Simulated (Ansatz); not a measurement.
# BaFeO$_{3}$ (Pm-3m)

Level of theory: Ansatz 0.2.0, DFT PBEsol, scalar-relativistic, plane waves, PAW.

Plane waves to 420 eV, a k mesh through Γ of 10×10×10 on the computed 5-atom cell and Gaussian smearing (0.10 eV); collinear spin from starting moments 0 2.92 0.18 0.18 0.18 μB.

The structure is relaxed at this level of theory with its symmetry kept. Whether it is the stable form of this composition wasn't checked.

```
CELL_PARAMETERS angstrom
3.88466 0.00000 0.00000
0.00000 3.88466 0.00000
0.00000 0.00000 3.88466
ATOMIC_POSITIONS crystal
Ba 0.00000 0.00000 0.00000
Fe 0.50000 0.50000 0.50000
O 0.50000 0.50000 0.00000
O 0.00000 0.50000 0.50000
O 0.50000 0.00000 0.50000
```

* Space group: Pm-3m (No. 221)
* Volume per atom: 79.1 bohr³
* Formation energy from the elements' standard states (uncorrected): -2.029 eV/atom
* Kohn–Sham band gap: none (metal)
* Density of states at the Fermi level: 1.12 states/eV per cell
* Löwdin character within 0.5 eV of the Fermi level: Fe 3d 61 %, O 2p 35 %
* Bulk modulus: 167 GPa
* Its pressure derivative: 4.9
* Bader charges (e): Ba (1 in the cell) 1.53, Fe (1 in the cell) 1.68, O (3 in the cell) -1.07
* Total moment: 3.48 μB per cell
* Site moments (μB; atoms counted from 1 over the whole cell): Fe (atom 2) 2.66, O (atom 3) 0.17, O (atom 4) 0.17, O (atom 5) 0.17

Spin-orbit coupling is left out, which matters for the bands of heavy elements.

Only this magnetic start was tried.

Symmetry holds off the tilts and polar distortions that many cubic perovskites undergo.